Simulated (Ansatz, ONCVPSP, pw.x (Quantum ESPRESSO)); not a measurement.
beryllium: one change to the ONCV potential, in the atom and in the fcc crystal

* Element: Be
* Generator: ONCVPSP 4.0.1.1 (patched build)
* Type: optimised norm-conserving Vanderbilt (ONCV)
* Functional: PBEsol
* Relativity: scalar-relativistic
* Frozen core: [He]
* Valence charge: 2
* Reference configuration: 2s2
* Partial waves: 2s: rc 2.00 bohr, ncon 5, nbas 10, qcut 3.6 1/bohr, 2 projectors, debl 1.1 Ha; p scattering state at 0.34 Ha: rc 1.95 bohr, ncon 3, nbas 6, qcut 4.4 1/bohr, 3 projectors, debl 3.4 Ha; d scattering state at 0.05 Ha: rc 1.85 bohr, ncon 3, nbas 7, qcut 6 1/bohr, 2 projectors, debl 1 Ha
* Local potential: polynomial inside 1.60 bohr (lpopt 5, dvloc0 0 Ha)
* Core correction: Teter function, fcfact 2, rcfact 1.05

In the p channel the program set the typed energies aside and used 0.050, 3.450, 6.850 Ha.

Change: all radii but the core radius scaled by about 0.94 (s 1.88, p 1.84, d 1.74 bohr); local potential polynomial inside 1.50 bohr (lpopt 5, dvloc0 0 Ha).

Cutoffs, loose and tight: the cutoffs (Ha) at which the residual kinetic energy of the hardest occupied pseudo-wave falls to 1 and 0.1 mHa per electron. They do not see the model core or the augmentation charge, which bear on the density cutoff. Test errors are all-electron minus pseudo excitation energies from the reference, over the configurations 2s1; 2s1.5; 2s1 2p1; 2s0 2p2; variants that change the core or the reference have their own tests.

Crystal test: fcc Be in pw.x 7.5, no spin, 18³ k-points, Fermi–Dirac smearing 0.01 Ry, cutoffs set for each file from its atomic test. The reference is all-electron LAPW (Ansatz 0.2.0) with the same functional, mesh and smearing; V0 and B0 come from Birch–Murnaghan fits to the pressures at five volumes. Errors are pseudo minus all-electron; Δ is the rms difference of the E(V) curves that follow from these fits, minima aligned, over ±6 % about the mean V0. Mesh and smearing are coarse, so the numbers serve the comparison and aren't converged zero-temperature values; the lattice is a test structure that the element need not adopt.

All-electron: a0 = 3.149 Å (V0 = 7.81 Å³/atom), B0 = 120.1 GPa.

Problem. Does the change bring the crystal closer to the all-electron result?

Solution. The mean pressure error goes from -3.83 to -3.34 GPa, so the change moves the solid closer to the all-electron pressures.

```csv
quantity,base,changed
outcome (atom),"generated, projector energies reset by the program","generated, projector energies reset by the program"
"cutoff, loose (atom)",5.3 Ha,5.6 Ha
"cutoff, tight (atom)",14 Ha,18 Ha
bound ghosts (atom),none,none
largest test error (meV) (atom),+5.7 over the solved tests; 1 of 4 tests not solved or not reliable,+6.3 over the solved tests; 1 of 4 tests not solved or not reliable
cutoffs in pw.x (Ry),50/200,50/200
a0 (Å),3.114,3.119
a0 error (%),-1.12,-0.97
B0 error (%),+0.1,+0.2
Δ (meV/atom),6.8,5.9
mean pressure error (GPa),-3.83,-3.34
```

Base: This is a poor potential for the solid. Atomic configuration tests: 1 of 4 tests not solved or not reliable. The cutoffs count occupied waves only; projector 2 of the p channel, the hardest unoccupied one, needs 34 Ha at the loose tolerance. Changed file: This is a poor potential for the solid. Atomic configuration tests: 1 of 4 tests not solved or not reliable. The cutoffs count occupied waves only; projector 2 of the p channel, the hardest unoccupied one, needs 40 Ha at the loose tolerance.
